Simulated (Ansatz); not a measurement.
Reaction (SMILES): [SiH2] (SiH2) (closed-shell singlet) → 2 H atom + Si atom
B3LYP-D3(BJ)/def2-TZVP geometries, fixed; electronic energies without zero-point terms.

The atomisation energy at CCSD(T) with Ansatz (a first-principles code), in kcal/mol, split into its Hartree-Fock and correlation parts. Cores are frozen. A restricted Hartree-Fock determinant is unstable towards unrestricted orbitals. Open shells are unrestricted. No added dispersion term, no relativity. Functions are those of the species that has most.

```json
[
 {"basis": "cc-pV(D+d)Z", "X": "2", "functions": "33", "Hartree-Fock": "108.60", "CCSD(T)": "142.24"},
 {"basis": "cc-pV(T+d)Z", "X": "3", "functions": "67", "Hartree-Fock": "110.19", "CCSD(T)": "150.11"},
 {"basis": "cc-pV(Q+d)Z", "X": "4", "functions": "124", "Hartree-Fock": "110.58", "CCSD(T)": "152.60"},
 {"basis": "cc-pV(5+d)Z", "X": "5", "functions": "210", "Hartree-Fock": "110.64", "CCSD(T)": "153.20"}
]
```

Worked estimate of the basis-set limit from each neighbouring pair, with Hartree-Fock from the larger set and the correlation part extrapolated as X^-3.
Correlation parts: X = 2: 33.64, X = 3: 39.92, X = 4: 42.02, X = 5: 42.56.
- (2,3): (27·(39.92) - 8·(33.64))/19 = 42.56; with Hartree-Fock 110.19 the estimate is 152.75 kcal/mol.
- (3,4): (64·(42.02) - 27·(39.92))/37 = 43.55; with Hartree-Fock 110.58 the estimate is 154.13 kcal/mol.
- (4,5): (125·(42.56) - 64·(42.02))/61 = 43.13; with Hartree-Fock 110.64 the estimate is 153.77 kcal/mol.
The last two estimates differ by 0.37 kcal/mol; the largest set lies 0.57 from the last. Over the last step Hartree-Fock moves by 0.06 and the correlation part by 0.54.
